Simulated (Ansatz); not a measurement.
quartet BC: levels of theory in one basis

```xyz
2

B     0.0000    0.0000    0.0000
C     0.0000    0.0000    1.5655
```

Basis set: def2-SVP (spherical functions). Left uncorrelated: 2 orbitals. Correlation on ROHF uses semicanonical orbitals with singles. Charge 0, multiplicity 4.

Computed with Ansatz (development build ahead of 0.2.0); each method stands on the lowest determinant of its kind that the runs found.

```json
{"method": "ROHF", "E − E(ROHF) (eV)": "0.00", "<S²> of the determinant": "3.75"}
{"method": "UHF", "E − E(ROHF) (eV)": "-0.12", "<S²> of the determinant": "3.98"}
{"method": "ROHF-MP2", "E − E(ROHF) (eV)": "-3.15", "<S²> of the determinant": "–"}
{"method": "UHF-MP2", "E − E(ROHF) (eV)": "-2.99", "<S²> of the determinant": "3.98"}
{"method": "UHF-CCSD(T)", "E − E(ROHF) (eV)": "-4.74", "<S²> of the determinant": "3.98"}
```

The restricted and unrestricted rows may stand on different electronic states: another unrestricted solution lies nearer the restricted one.

Caution: the determinant may break the point group. Caution for UHF, UHF-MP2, UHF-CCSD(T): the unrestricted determinant is spin contaminated. Caution for ROHF-MP2, UHF-MP2: another reference gives a lower total.
